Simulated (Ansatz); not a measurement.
```xyz
10

C     0.946    0.831    2.135
C     0.518   -0.054    1.436
N     0.068   -1.112    0.767
C    -0.356   -1.023   -0.431
C    -0.430    0.199   -1.270
H     1.323    1.612    2.749
H    -0.700   -1.956   -0.878
H    -0.069    1.077   -0.734
H     0.162    0.060   -2.181
H    -1.462    0.367   -1.592
```

Charge 0, multiplicity 1.

List the r2SCAN/def2-TZVPP orbital energies in eV (Ansatz 0.2.0). (Best estimate.)

Computed: Occupied: -386.13, -274.94, -273.80, -273.47, -272.85, -25.19, -20.13, -19.10, -16.67, -13.43, -12.77, -12.04, -11.39, -10.01, -9.64, -8.30, -6.49, -5.89. Lowest empty: -2.10, 0.95, 1.56, 2.08, 2.40, 2.70, 3.12, 3.14.
